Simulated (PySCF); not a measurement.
# How the method changes the constants of LiO

State: ²Π (doublet), unpaired electrons π ↑. Set-up: Li x2c-TZVPPall, O x2c-TZVPPall; spin-free X2C with a Gaussian nucleus (PySCF 2.14). De refers to Li + O in their high-spin ground configurations, without counterpoise correction. The functionals are run spin-unrestricted. A positive dipole means Li(−)O(+).

```
      Level  Re (Å)  ωe (cm⁻¹)  De (eV)  μ (D)
        UHF   1.677        856     1.73  -6.79
    UHF-MP2   1.695        821     3.42    n/a
UHF-SCS-MP2   1.695        822     3.39    n/a
   UHF-CCSD   1.690        829     3.25    n/a
UHF-CCSD(T)   1.694        822     3.34    n/a
        PBE   1.700        798     3.71  -6.25
       PW91   1.697        800     3.77  -6.24
       BP86   1.705        791     3.76  -6.34
     r²SCAN   1.697        811     3.60  -6.49
      B3LYP   1.686        824     3.65  -6.39
       PBE0   1.684        829     3.43  -6.44
      B97-3   1.688        825     3.61  -6.52
    ωB97X-V   1.691        824     3.60  -6.52
```

Problem. Which functional lies closest to UHF-CCSD(T) in De, which farthest, and by how much do they differ from it?

Solution. Closest is PBE0 (-1.0 pm in Re, +0.9 % in ωe, +0.09 eV in De against UHF-CCSD(T) in the same basis), farthest PW91 (+0.3 pm in Re, -2.7 % in ωe, +0.43 eV in De). CCSD(T) converges more slowly with the basis than the functionals do and binds too weakly in this one, so the order can change at the basis-set limit.

Problem. What does the triples do here, going from UHF-CCSD to UHF-CCSD(T)?

Solution. UHF-CCSD(T) less UHF-CCSD: +0.4 pm in Re, -0.8 % in ωe, +0.09 eV in De. Correlation nearly always deepens the well. The bond lengthens, as in strong covalent bonds, where excitations into antibonding orbitals dominate.

Problem. What does all correlation do here, going from UHF to UHF-CCSD(T)?

Solution. UHF-CCSD(T) less UHF: +1.7 pm in Re, -4.0 % in ωe, +1.61 eV in De. Correlation nearly always deepens the well. The bond lengthens, as in strong covalent bonds, where excitations into antibonding orbitals dominate.

Correlated steps freeze 1 core orbital. The state is the lowest determinant that a PBE0 search found; another state may lie lower at other levels.

The whole job (state search and all levels along the bond) took about 1.9 min on 1 thread of AMD EPYC 7R43 64-Core (shared host), peak memory 0.77 GiB.
